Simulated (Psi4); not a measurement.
Process, species as SMILES: C (CH4) → [CH3-] + H+
B3LYP-D3(BJ)/def2-TZVP geometries, fixed; electronic energies without zero-point terms.

Basis-set convergence of the deprotonation energy at PBE0 with Psi4. Cartesian d functions, on some or all atoms, in 6-31G*, 6-31+G*; all else is spherical. Density fitting with the program's default auxiliary sets. Psi4's default fitting sets serve the pcseg sets less well. No added dispersion term, no relativity. Functions are those of the species that has most. Reference: the value in aug-cc-pVQZ, 426.46 kcal/mol, itself unsure by roughly 2.86 kcal/mol (its distance from def2-QZVPPD). Deviations are taken from unrounded values.

| basis | functions | deprotonation energy (kcal/mol) |
|---|---|---|
| 6-31G* | 23 | 456.51 |
| 6-31+G* | 27 | 428.72 |
| cc-pVDZ | 34 | 445.80 |
| aug-cc-pVDZ | 59 | 424.96 |
| def2-SVP | 34 | 446.01 |
| def2-SVPD | 52 | 432.26 |
| pcseg-1 | 34 | 440.41 |
| aug-pcseg-1 | 59 | 425.15 |
| 6-311G** | 42 | 442.82 |
| 6-311+G** | 46 | 427.58 |
| def2-TZVP | 55 | 433.66 |
| def2-TZVPD | 73 | 429.78 |
| cc-pVTZ | 86 | 437.59 |
| aug-cc-pVTZ | 138 | 426.44 |
| pcseg-2 | 86 | 431.41 |
| aug-pcseg-2 | 138 | 426.17 |
| def2-TZVPP | 87 | 433.82 |
| def2-TZVPPD | 105 | 430.07 |
| cc-pVQZ | 175 | 433.70 |
| aug-cc-pVQZ | 264 | 426.46 |
| def2-QZVPP | 177 | 430.14 |
| def2-QZVPPD | 195 | 429.32 |
| pcseg-3 | 192 | 427.72 |
| aug-pcseg-3 | 281 | 426.07 |

What the diffuse functions change, pair by pair:
- 6-31G* to 6-31+G*: 4 more functions, deviation 30.05 to 2.26 kcal/mol
- cc-pVDZ to aug-cc-pVDZ: 25 more functions, deviation 19.34 to -1.50 kcal/mol
- def2-SVP to def2-SVPD: 18 more functions, deviation 19.55 to 5.80 kcal/mol
- pcseg-1 to aug-pcseg-1: 25 more functions, deviation 13.95 to -1.31 kcal/mol
- 6-311G** to 6-311+G**: 4 more functions, deviation 16.36 to 1.12 kcal/mol
- def2-TZVP to def2-TZVPD: 18 more functions, deviation 7.20 to 3.32 kcal/mol
- cc-pVTZ to aug-cc-pVTZ: 52 more functions, deviation 11.13 to -0.02 kcal/mol
- pcseg-2 to aug-pcseg-2: 52 more functions, deviation 4.95 to -0.29 kcal/mol
- def2-TZVPP to def2-TZVPPD: 18 more functions, deviation 7.36 to 3.61 kcal/mol
- cc-pVQZ to aug-cc-pVQZ: 89 more functions, deviation 7.24 to 0.00 kcal/mol
- def2-QZVPP to def2-QZVPPD: 18 more functions, deviation 3.68 to 2.86 kcal/mol
- pcseg-3 to aug-pcseg-3: 89 more functions, deviation 1.26 to -0.39 kcal/mol

Leaving out the reference's own pair, they bring the value nearer the reference by more than 2.86 kcal/mol in 9 of 11 pairs.
